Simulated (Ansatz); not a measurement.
Run this with the Ansatz DFT code, driven from Python and show what comes out.

Script `h4nop_cas.py`:
```python
# -*- coding: utf-8 -*-
from dataclasses import dataclass

import ansatz as az


@dataclass
class Options:
    basis: str = "6-31G*"


opts = Options()

GEOMETRY = """
N    -0.56000    0.28730   -0.58050
P     0.11220    0.20120    0.93100
O     1.46380   -0.36040    0.31470
H    -0.19710    1.18680   -1.06350
H    -1.61290    0.47080   -0.51370
H    -0.45760   -1.00660    1.35990
H     1.31300   -0.84710   -0.49350
"""


def main():
    h4nop = az.Crystal.molecule()
    for line in GEOMETRY.strip().splitlines():
        symbol, *xyz = line.split()
        h4nop = h4nop.atom(symbol, [float(v) for v in xyz])

    setup = (
        h4nop.calculation()
        .basis(gaussian=opts.basis)
        .accuracy("high")
        .correlation(active_electrons=4, active_orbitals=5)
    )
    for method in [None]:
        data = (setup if method is None else setup.correlation(method)).run(threads=1, pin="off").report
        space = data["configurations"]
        state = space["states"][0]
        print(method or "casscf", f"total {data['free_energy_ev'] / 27.211386246:.6f} Ha, active-space state {state['energy']['hartree']:.6f} Ha, mean field {data['reference_energy_ev'] / 27.211386246:.6f} Ha")
        print("  determinants", state["n_determinants"], " natural occupations", [round(n, 3) for n in space["natural_occupations"]])


if __name__ == "__main__":
    main()
```

Running `python h4nop_cas.py` prints:
```text
casscf total -472.387641 Ha, active-space state -472.387641 Ha, mean field -472.335857 Ha
  determinants 100  natural occupations [1.976, 1.972, 0.025, 0.023, 0.004]
```

What to keep in mind:
- These settings explore the input space; basis and method may be short of convergence.
- The geometry is a force-field or estimated start, not a minimum of this method, and the basis set is short of its limit. The active space starts as a window about the frontier orbitals and is then optimised, not chosen by chemistry.
- Run time: 7.6 s on 1 thread of Arm Neoverse V2, on a shared host, peak memory 0.23 GiB.
